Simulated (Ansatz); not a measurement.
# Strength of the C–C bond: C5H12O → C4H9O + CH3

Species: C5H12O `CCCOCC`, singlet; C4H9O `[CH2]COCC`, doublet; CH3 (methyl radical) `[CH3]`, doublet. 

Shapes, held fixed at every level: PBE0-D4/def2-TZVP. Flexible molecules stand in one conformer, not always the lowest. Programs: Ansatz 0.2.0. Electronic energies: no zero-point or thermal term.

```csv
level,kind,ΔE (kJ/mol),less CCSD(T)/CBS estimate
HF/def2-TZVPP,Hartree–Fock,+279.3,-132.9
PBE-D4/def2-TZVPP,GGA,+403.7,-8.5
B3LYP-D4/def2-TZVPP,global hybrid,+387.5,-24.7
wB97M-V/def2-TZVPP,range-separated hybrid,+411.3,-0.9
wB97X-V/def2-TZVPP,range-separated hybrid,+413.1,+0.9
B2PLYP/def2-TZVPP,double hybrid,+393.4,-18.8
CCSD(T)/def2-TZVPP,coupled cluster or CI,+403.9,-8.3
CCSD(T)/CBS estimate,coupled cluster or CI,+412.2,0.0
```

The highest level, CCSD(T)/CBS estimate, gives ΔE = +412.2 kJ/mol; the levels span +279.3 to +413.1. The column of differences is taken from that level and isn't an error. Hartree–Fock misses the correlation of the pair that is broken and comes out low. No measured value is set beside it here. Open shells run unrestricted unless RO is named. The CBS estimate extrapolates MP2 from def2-TZVPP and def2-QZVPP and adds CCSD(T) − MP2 in the triple-zeta set, cores frozen.
